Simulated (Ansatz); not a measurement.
Coupled-cluster run, AlF3.

```yaml
crystal:
  periodic: [false, false, false]
  atoms:
    - {symbol: Al, position_ang: [0.000000, -0.000011, 0.000000]}
    - {symbol: F, position_ang: [0.000000, 1.628953, -0.000000]}
    - {symbol: F, position_ang: [1.410735, -0.814471, -0.000000]}
    - {symbol: F, position_ang: [-1.410735, -0.814471, -0.000000]}
basis:
  gaussian: {orbitals: cc-pV(Q+d)Z}
correlation: {method: ccsd_t}
```

```sh
$ ansatz run in.yaml --threads 2 --pin off --events-out ev --progress --plain --max-ram 22528MiB --backend cuda --devices 0, --max-vram 18GiB
```

Output of Ansatz, abridged:

```
Functional definition: HF
1440 factors; integrals over basis functions are off by at most 1.0e-3 eV
mean field evaluation 1: about -14708.0421 eV, gradient 4.8e1 eV
mean field evaluation 2: about -14708.0862 eV, gradient 4.8e1 eV
mean field evaluation 4: about -14711.4298 eV, gradient 1.4e0 eV
mean field evaluation 8: about -14711.4536 eV, gradient 1.2e-4 eV
mean field -14711.45357838 eV, -540.6359472242 hartree, gradient 1.3e-6 eV, S^2 0.000000; 0 other end points of the search recorded, 0 dependent functions left out
8 core orbitals not correlated: weight in the atoms' cores, before any rotation towards them, 1.000 or more for the frozen orbitals, at most 0.000 for the correlated occupied ones
reference -14711.45357838 eV, -540.6359472242 hartree; 12, 12 occupied and 209, 209 virtual orbitals, 1440 factors
second order -24.71056667 eV of doubles, -0.00000000 eV of singles
cycle   1  -23.98705443 eV  change    7.2e-1 eV  update   9.3e-2
cycle   2  -24.40447641 eV  change   -4.2e-1 eV  update   2.8e-2
cycle   3  -24.50615731 eV  change   -1.0e-1 eV  update   1.2e-2
cycle   4  -24.48797212 eV  change    1.8e-2 eV  update   2.7e-3
cycle   5  -24.48464369 eV  change    3.3e-3 eV  update   9.3e-4
cycle   6  -24.48522236 eV  change   -5.8e-4 eV  update   3.0e-4
cycle   7  -24.48515335 eV  change    6.9e-5 eV  update   8.0e-5
cycle   8  -24.48508940 eV  change    6.4e-5 eV  update   2.3e-5
cycle   9  -24.48509096 eV  change   -1.6e-6 eV  update   6.3e-6
perturbative correction -0.74446942 eV, -0.0273587464 hartree
Total energy: -14736.68313876 eV, -541.5631164668 hartree
```

Run time 3.4 s (2 threads of an AMD EPYC 7R13 on a shared host and a share of an NVIDIA H100 80 GB); peak host memory 0.77 GiB.

Correlation energy per correlated electron: -1.051 eV. T1 diagnostic: 0.0119.
